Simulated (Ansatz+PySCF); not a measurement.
A calculation with PySCF 2.14.0.

```python
from pyscf import gto, scf, mp

# the (T+d) and (D+d) sets load through basis_set_exchange
mol = gto.M(atom="""
P -0.003290 0.009040 -0.112910
H 1.027030 0.003790 0.873590
H -1.029720 -0.002840 0.867290
""", basis={'H': 'cc-pvtz', 'P': 'cc-pv(t+d)z'}, charge=0, spin=1)
mf = scf.UHF(mol)
mf.kernel()
pt = mp.MP2(mf, frozen=5).run()
print(mf.e_tot, pt.e_corr, pt.e_tot)
```

The script is written out from the run's settings.

Results

```
Converged                       : yes
Reference energy                : -341.88878 hartree
Correlation energy              : -0.13712 hartree
Total energy                    : -342.02590 hartree
Spin squared of the determinant : 0.769
```
